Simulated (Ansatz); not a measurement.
Mg(SiH3)2 (MgSi₂H₆), relaxed as a singlet with RKS r2SCAN-D4/def2-TZVP in Ansatz, starting from the GFN2-xTB geometry. Force threshold 0.02 eV/Å.

Start:

```xyz
9

Mg    0.0095   -0.0119    0.0335
Si   -1.5136   -2.0722   -0.2479
H    -0.9935   -3.1415   -1.1421
H    -2.8590   -1.8065   -0.8250
H    -1.8461   -2.8302    0.9874
Si    1.5158    2.0687    0.2566
H     2.8295    1.8633    0.9233
H     0.9460    3.2036    1.0321
H     1.9113    2.7266   -1.0179
```

Problem. Estimate the energy that the relaxation releases and the steps that it takes.

Solution. 4.5 kJ/mol, in 3 steps; 4.6 s on 4 threads of AMD EPYC 7B13 on a shared host. No frequencies were taken in this run, so the end may be a saddle point.

Problem. Does the start keep its bonding and symmetry?

Solution. By distances, no bond broke or formed. The bond that changes most is Mg1–Si2, from 2.58 to 2.59 Å (atoms count from 1). Point group D3 at the start, D3 at the end, both within 0.05 Å; within 0.015 Å the end is C2.

Problem. Predict the relaxed structure.

Solution. 
| atom | x (Å) | y (Å) | z (Å) |
| --- | --- | --- | --- |
| Mg1 | 0.008 | -0.009 | 0.027 |
| Si2 | -1.518 | -2.079 | -0.251 |
| H3 | -0.938 | -3.116 | -1.159 |
| H4 | -2.854 | -1.744 | -0.833 |
| H5 | -1.809 | -2.789 | 1.032 |
| Si6 | 1.520 | 2.076 | 0.259 |
| H7 | 2.823 | 1.796 | 0.937 |
| H8 | 0.889 | 3.178 | 1.048 |
| H9 | 1.880 | 2.686 | -1.058 |
Bond lengths: 2 × Mg–Si 2.59 Å; 6 × H–Si 1.49 to 1.50 Å.
